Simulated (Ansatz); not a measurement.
A nudged elastic band was laid between two geometries of AlF₂H (4 atoms, charge 0, multiplicity 1).

All numbers below come from RKS PBE0/def2-SVP (Ansatz).

| Property | Result |
| --- | --- |
| movable images | 9 |
| climbing image | yes |
| spring | 5.0 eV/Å² |
| optimiser | quadratic models (default) |
| start path | straight line |
| force threshold | 0.05 eV/Å |
| iteration limit | 60 |
| end points | relaxed |

Image 0:

```xyz
4
Properties=species:S:1:pos:R:3
Al 0.374 0.000 0.256
H 0.318 0.000 1.817
F 1.817 0.000 -0.553
F -1.009 0.000 -0.653
```

Image 10:

```xyz
4
Properties=species:S:1:pos:R:3
Al -0.937 -0.001 0.415
H 1.777 0.001 1.299
F 1.506 0.000 0.413
F -0.847 0.000 -1.262
```

Question: What changes between the two ends?

Answer: Bonds broken: Al1–H2, Al1–F3. Bonds formed: H2–F3. AlF2H becomes AlF + FH.

Question: Give the energies along the band, and the barrier.

Answer: The run converged. The highest image is number 6 of 0 to 10, 299.6 kJ/mol above the first end and 80.7 kJ/mol above the last; the last end lies 218.9 kJ/mol above the first. Another band between the same ends (9 images) ends at a top of the same energy, where a vibrational analysis finds 1 clearly imaginary mode. The orbitals stay closed-shell, which can raise the energy where a bond breaks towards radicals; this wasn't checked here.

```tsv
image	path coordinate (Å)	energy (kJ/mol)	Al1–H2 (Å)	Al1–F3 (Å)	H2–F3 (Å)
0	0.00	0.0	1.56	1.65	2.80
1	0.25	10.8	1.56	1.65	2.59
2	0.49	43.8	1.56	1.64	2.34
3	0.74	99.8	1.57	1.65	2.08
4	0.99	176.6	1.59	1.68	1.80
5	1.24	258.5	1.63	1.75	1.53
6	1.48	299.6	1.71	1.86	1.25
7	1.75	262.3	1.89	2.03	1.01
8	2.01	231.1	2.20	2.26	0.94
9	2.28	221.1	2.54	2.39	0.93
10	2.54	218.9	2.85	2.44	0.93
```

Question: What is the geometry of the highest image?

Answer: 
```xyz
4
Properties=species:S:1:pos:R:3
Al -0.245 -0.002 0.357
H 1.113 0.004 1.396
F 1.610 -0.004 0.248
F -0.979 0.001 -1.135
```

Run time: 87 s on 1 thread of Arm Neoverse V2 (shared host), peak memory 0.097 GiB.
